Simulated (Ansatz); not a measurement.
# BHO (triplet): one geometry, many settings

Aim: run BHO (triplet) at one geometry under a spread of methods and options, and see what each costs and gives.

The runs use Ansatz 0.2.0, Gaussian basis; the settings change from run to run.

5 further runs of the same task are left out: 5 set aside as unsound or not needed.

### Step 1. The geometry

The geometry is a PBE0/def2-TZVP stationary point (not a proven minimum) of the parent state, kept for this charge and spin.

3 atoms, charge 0, spin multiplicity 3.

Atoms are counted from 1 here; the program's logs count them from 0.

Bond lengths: B1–O2 1.272 Å, O2–H3 0.952 Å. Angles: B1–O2–H3 180.0°.

### Step 2. CCSDT(Q)/B on UHF/6-31G

in.yaml reads:

```yaml
crystal:
  periodic: [false, false, false]
  atoms:
    - {symbol: B, position_ang: [0.000000, 0.000000, 1.165459]}
    - {symbol: O, position_ang: [0.000000, 0.000000, -0.106612]}
    - {symbol: H, position_ang: [0.000000, 0.000000, -1.058847]}
basis:
  gaussian: {orbitals: 6-31G}
magnetization: {spin_polarized: true, initial_magnetization: 2}
correlation: {method: ccsdt_q_b, electrons: outside_noble_gas}
scf: {omitted_lower_state_checks: [cluster_reference]}
output: {forces: true}
```

The run is started by

```
ansatz run in.yaml --threads 1 --pin off --events-out ev --progress --plain --max-ram 2393MiB
```

What it wrote (excerpt; [...] marks lines left out):

```text
Functional definition: HF
  name "HF"
  cite "Fock, Z. Phys. 61, 126 (1930) doi:10.1007/BF01340294"
  parent pbe
[...]
386 factors; integrals over basis functions are off by at most 1.1e-7 eV
[...]
mean field -2719.86766269 eV, -99.9532930112 hartree, gradient 1.6e-6 eV, S^2 2.008414; 4 other end points of the search recorded, 0 dependent functions left out
2 core orbitals not correlated: weight in the atoms' cores, before any rotation towards them, 1.000 or more for the frozen orbitals, at most 0.000 for the correlated occupied ones
reference -2719.86766269 eV, -99.9532930112 hartree; 6, 4 occupied and 12, 14 virtual orbitals, 386 factors
second order -3.80165406 eV of doubles, -0.00000000 eV of singles
cycle   1  -3.80548168 eV  change   -3.8e-3 eV  update   6.4e-2
[...]
cycle  15  -4.07292471 eV  change   -8.4e-7 eV  update   6.9e-7
perturbative correction -0.00989611 eV, -0.0003636752 hartree
[...]
Total energy: -2723.95048350 eV, -100.1033339087 hartree
Atom 0 at     0.000000     0.000000     1.165459 Å, force    -0.000000    -0.000000     4.711142 eV/Å
Atom 1 at     0.000000     0.000000    -0.106612 Å, force    -0.000000    -0.000000    -4.867029 eV/Å
Atom 2 at     0.000000     0.000000    -1.058847 Å, force    -0.000000    -0.000000     0.155887 eV/Å
Dipole moment:    -0.000000     0.000000    -0.471072 e Å
Checks for a lower state left out: cluster_reference
```

Run time: 13 s. Hardware: 1 thread of AMD EPYC 7B13, shared host.

From the report: ⟨S²⟩ of the determinant 2.008 (pure triplet: 2.00); correlation -4.0828 eV; T1 0.016; largest double amplitude 0.05.

### Step 3. MP2 on UHF/def2-mTZVP

in.yaml reads:

```yaml
crystal:
  periodic: [false, false, false]
  atoms:
    - {symbol: B, position_ang: [0.000000, 0.000000, 1.165459]}
    - {symbol: O, position_ang: [0.000000, 0.000000, -0.106612]}
    - {symbol: H, position_ang: [0.000000, 0.000000, -1.058847]}
basis:
  gaussian: {orbitals: def2-mTZVP}
magnetization: {spin_polarized: true, initial_magnetization: 2}
hamiltonian: {pseudopotentials: {relativity: none}}
correlation: {method: mp2, electrons: valence}
```

The command is unchanged.

What it wrote:

```text
Functional definition: HF
  name "HF"
  cite "Fock, Z. Phys. 61, 126 (1930) doi:10.1007/BF01340294"
  parent pbe
  exchange = exact_x
  correlation = 0
422 factors; integrals over basis functions are off by at most 1.2e-3 eV
mean field evaluation 1: about -2719.2615 eV, gradient 2.2e1 eV
mean field evaluation 2: about -2719.2638 eV, gradient 2.2e1 eV
mean field evaluation 4: about -2721.7102 eV, gradient 3.1e0 eV
mean field evaluation 8: about -2721.8506 eV, gradient 1.8e-1 eV
mean field evaluation 16: about -2721.8514 eV, gradient 3.4e-2 eV
mean field evaluation 32: about -2720.7999 eV, gradient 1.0e1 eV
mean field -2721.85142586 eV, -100.0261949631 hartree, gradient 3.2e-6 eV, S^2 2.007007; 4 other end points of the search recorded, 0 dependent functions left out
2 core orbitals not correlated: weight in the atoms' cores, before any rotation towards them, 1.000 or more for the frozen orbitals, at most 0.000 for the correlated occupied ones
reference -2721.85142586 eV, -100.0261949631 hartree; 6, 4 occupied and 38, 40 virtual orbitals, 422 factors
second order -6.41241477 eV of doubles, -0.00000000 eV of singles
Total energy: -2728.26384062 eV, -100.2618468593 hartree
```

Wall time 0.39 s (1 thread of AMD EPYC 7B13, shared host).

From the report: ⟨S²⟩ of the determinant 2.007 (pure triplet: 2.00).

### Step 4. BCCD on ROHF/6-31++G**

in.yaml reads:

```yaml
crystal:
  periodic: [false, false, false]
  atoms:
    - {symbol: B, position_ang: [0.000000, 0.000000, 1.165459]}
    - {symbol: O, position_ang: [0.000000, 0.000000, -0.106612]}
    - {symbol: H, position_ang: [0.000000, 0.000000, -1.058847]}
basis:
  gaussian: {orbitals: "6-31++G**", point_charges: [{charge: 0.50, position_ang: [4.797, -0.182, -0.710]}]}
magnetization: {spin_polarized: false, initial_magnetization: 2}
correlation: {method: bccd, electrons: outside_noble_gas}
scf: {lower_state_search: light}
output: {forces: true}
```

The command is unchanged.

What it wrote (excerpt; [...] marks lines left out):

```text
Functional definition: HF
  name "HF"
  cite "Fock, Z. Phys. 61, 126 (1930) doi:10.1007/BF01340294"
  parent pbe
[...]
387 factors; integrals over basis functions are off by at most 9.9e-4 eV
[...]
mean field -2721.11013593 eV, -99.9989530608 hartree, gradient 8.0e-8 eV, S^2 2.000000; 9 other end points of the search recorded, 0 dependent functions left out
[...]
determinant -2721.11013593 eV, -99.9989530608 hartree, with singles and doubles -2727.40957412 eV, -100.2304531442 hartree
determinant -2721.06243128 eV, -99.9971999472 hartree, with singles and doubles -2727.35850124 eV, -100.2285762505 hartree
determinant -2718.91510166 eV, -99.9182870390 hartree, with singles and doubles -2725.56546674 eV, -100.1626834482 hartree
determinant -2721.11013593 eV, -99.9989530608 hartree, with singles and doubles -2727.43146668 eV, -100.2312576809 hartree
determinant -2721.06243128 eV, -99.9971999472 hartree, with singles and doubles -2727.38007324 eV, -100.2293690070 hartree
2 core orbitals not correlated: weight in the atoms' cores, before any rotation towards them, 1.000 or more for the frozen orbitals, at most 0.000 for the correlated occupied ones
reference -2721.11013593 eV, -99.9989530608 hartree; 6, 4 occupied and 36, 38 virtual orbitals, 387 factors
second order -6.03657859 eV of doubles, -0.02683541 eV of singles
cycle   1  -6.30318405 eV  change    1.8e-2 eV  update   1.2e-2
[...]
cycle  17  -6.30188701 eV  change   -1.5e-9 eV  update   1.9e-8
[...]
Total energy: -2727.41202295 eV, -100.2305431370 hartree
Atom 0 at     0.000000     0.000000     1.165459 Å, force     0.049697    -0.001886     3.014009 eV/Å
Atom 1 at     0.000000     0.000000    -0.106612 Å, force     0.106306    -0.004033    -3.546915 eV/Å
Atom 2 at     0.000000     0.000000    -1.058847 Å, force    -0.143926     0.005461     0.489639 eV/Å
Dipole moment:    -0.068619     0.002603    -0.480857 e Å
```

Run time: 9.5 s. Hardware: 1 thread of AMD EPYC 7B13, shared host.

From the report: correlation -6.3019 eV; largest double amplitude 0.03.

### Step 5. CCSDT(Q) on UHF/6-31G

in.yaml reads:

```yaml
crystal:
  periodic: [false, false, false]
  atoms:
    - {symbol: B, position_ang: [0.000000, 0.000000, 1.165459]}
    - {symbol: O, position_ang: [0.000000, 0.000000, -0.106612]}
    - {symbol: H, position_ang: [0.000000, 0.000000, -1.058847]}
basis:
  gaussian: {orbitals: 6-31G}
magnetization: {spin_polarized: true, initial_magnetization: 2}
correlation: {method: ccsdt_q, electrons: all}
scf: {lower_state_search: off}
output: {forces: true}
```

Launched as before.

What it wrote (excerpt; [...] marks lines left out):

```text
Functional definition: HF
  name "HF"
  cite "Fock, Z. Phys. 61, 126 (1930) doi:10.1007/BF01340294"
  parent pbe
[...]
386 factors; integrals over basis functions are off by at most 1.1e-7 eV
[...]
mean field -2719.86766269 eV, -99.9532930112 hartree, gradient 1.6e-6 eV, S^2 2.008414; 0 other end points of the search recorded, 0 dependent functions left out
reference -2719.86766269 eV, -99.9532930112 hartree; 8, 6 occupied and 12, 14 virtual orbitals, 386 factors
second order -3.86205789 eV of doubles, -0.00000000 eV of singles
cycle   1  -3.86222996 eV  change   -1.7e-4 eV  update   6.4e-2
[...]
cycle  14  -4.13108215 eV  change    9.0e-7 eV  update   1.4e-6
perturbative correction -0.01112415 eV, -0.0004088048 hartree
[...]
Total energy: -2724.00986898 eV, -100.1055162848 hartree
Atom 0 at     0.000000     0.000000     1.165459 Å, force     0.000000    -0.000000     4.705051 eV/Å
Atom 1 at     0.000000     0.000000    -0.106612 Å, force    -0.000000     0.000000    -4.861746 eV/Å
Atom 2 at     0.000000     0.000000    -1.058847 Å, force    -0.000000    -0.000000     0.156695 eV/Å
Dipole moment:    -0.000000     0.000000    -0.471563 e Å
Checks for a lower state left out: starts, cluster_reference, orbital_swaps, neighbouring_geometries, increment
```

It took 31 s on 1 thread of AMD EPYC 7B13, shared host; peak memory 0.46 GiB.

From the report: ⟨S²⟩ of the determinant 2.008 (pure triplet: 2.00); correlation -4.1422 eV; T1 0.014; largest double amplitude 0.05.

### Step 6. CCSDT(Q)/B on ROHF/def2-SVP

in.yaml, as its differences from that of step 5:

```diff
@@ -7,5 +7,5 @@
 basis:
-  gaussian: {orbitals: 6-31G}
-magnetization: {spin_polarized: true, initial_magnetization: 2}
-correlation: {method: ccsdt_q, electrons: all}
+  gaussian: {orbitals: def2-SVP}
+magnetization: {spin_polarized: false, initial_magnetization: 2}
+correlation: {method: ccsdt_q_b, electrons: outside_noble_gas}
 scf: {lower_state_search: off}
```

The command is unchanged.

What it wrote (excerpt; [...] marks lines left out):

```text
Functional definition: HF
  name "HF"
  cite "Fock, Z. Phys. 61, 126 (1930) doi:10.1007/BF01340294"
  parent pbe
[...]
551 factors; integrals over basis functions are off by at most 1.3e-7 eV
[...]
mean field -2718.75547933 eV, -99.9124210267 hartree, gradient 2.8e-6 eV, S^2 2.000000; 0 other end points of the search recorded, 0 dependent functions left out
2 core orbitals not correlated: weight in the atoms' cores, before any rotation towards them, 1.000 or more for the frozen orbitals, at most 0.000 for the correlated occupied ones
reference -2718.75547933 eV, -99.9124210267 hartree; 6, 4 occupied and 25, 27 virtual orbitals, 551 factors
second order -6.06780923 eV of doubles, -0.02962205 eV of singles
cycle   1  -6.19344299 eV  change   -9.5e-2 eV  update   6.8e-2
[...]
cycle  15  -6.54675497 eV  change   -3.3e-7 eV  update   9.5e-7
perturbative correction -0.01304972 eV, -0.0004795683 hartree
[...]
Total energy: -2725.31528402 eV, -100.1534894027 hartree
Atom 0 at     0.000000     0.000000     1.165459 Å, force     0.000000    -0.000000     3.170673 eV/Å
Atom 1 at     0.000000     0.000000    -0.106612 Å, force     0.000000     0.000000    -3.616546 eV/Å
Atom 2 at     0.000000     0.000000    -1.058847 Å, force     0.000000     0.000000     0.445873 eV/Å
Dipole moment:     0.000000    -0.000000    -0.513484 e Å
Checks for a lower state left out: starts, cluster_reference, orbital_swaps, neighbouring_geometries, increment
```

It took 79 s on 1 thread of AMD EPYC 7B13, shared host; peak memory 1.1 GiB.

From the report: correlation -6.5598 eV; T1 0.020; largest double amplitude 0.05.

### Step 7. The runs in one table

Where basis and cores are those of an earlier UCCSDTQ/6-31G run (-2723.9502 eV), and the state is the same kind, the miss against it is given.

```tsv
level	correlated	functions	energy (eV)	from UCCSDTQ (meV)	time
CCSDT(Q)/B on UHF/6-31G	outside noble gas	20	-2723.9505	-0.3	13 s
MP2 on UHF/def2-mTZVP	valence	46	-2728.2638		0.39 s
BCCD on ROHF/6-31++G** (beside a point charge)	outside noble gas	44	-2727.4120		9.5 s
CCSDT(Q) on UHF/6-31G	all	20	-2724.0099		31 s
CCSDT(Q)/B on ROHF/def2-SVP	outside noble gas	33	-2725.3153		79 s
```

### Step 8. Summary of results

| quantity | value |
| --- | --- |
| runs | 5 |
| quickest | MP2 on UHF/def2-mTZVP, 0.39 s |
| slowest | CCSDT(Q)/B on ROHF/def2-SVP, 79 s |

**Reading.** Total energies in different bases, with other cores or another treatment of relativity can't be set against each other. CCSDT(Q)/B on ROHF/def2-SVP took 201 times as long as MP2 on UHF/def2-mTZVP; the jobs differ in more than the method.
